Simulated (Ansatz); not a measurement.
`OC(O)=CCl`. Total charge 0; spin multiplicity 1. All single points use the PBE0-D4/def2-TZVP geometry. It is one conformer, not always the lowest.

```xyz
8

O    -0.600   -0.916   -1.226
C    -0.206   -0.144   -0.209
O    -1.230    0.465    0.404
C     1.079   -0.020    0.128
Cl    1.512    0.996    1.455
H    -1.560   -0.858   -1.289
H    -0.872    1.002    1.125
H     1.877   -0.526   -0.387
```

(1) What is the dipole moment at ωB97M-V/def2-TZVPP? (Best estimate.)

(2) And with PBE, r2SCAN, B3LYP? (Estimate.)

(3) Give the Mulliken charges with ωB97M-V, r2SCAN, PBE in def2-TZVPP. (Best estimate.)

Results:

(1) Computed: 1.52 D, with components (-1.51, 0.01, -0.20) D in this frame, pointing from negative to positive charge.

(2) The calculation gave: PBE 1.53 D, r2SCAN 1.60 D, B3LYP 1.48 D.

(3) The calculation gave: 
| atom | ωB97M-V | r2SCAN | PBE |
| --- | --- | --- | --- |
| O1 | -0.27 | -0.31 | -0.25 |
| C2 | 0.29 | 0.30 | 0.22 |
| O3 | -0.29 | -0.31 | -0.25 |
| C4 | -0.14 | -0.09 | -0.12 |
| Cl5 | -0.11 | -0.15 | -0.13 |
| H6 | 0.20 | 0.23 | 0.21 |
| H7 | 0.20 | 0.22 | 0.20 |
| H8 | 0.11 | 0.11 | 0.11 |

B3LYP here is the variant with VWN-RPA as its local correlation; programs differ in this.
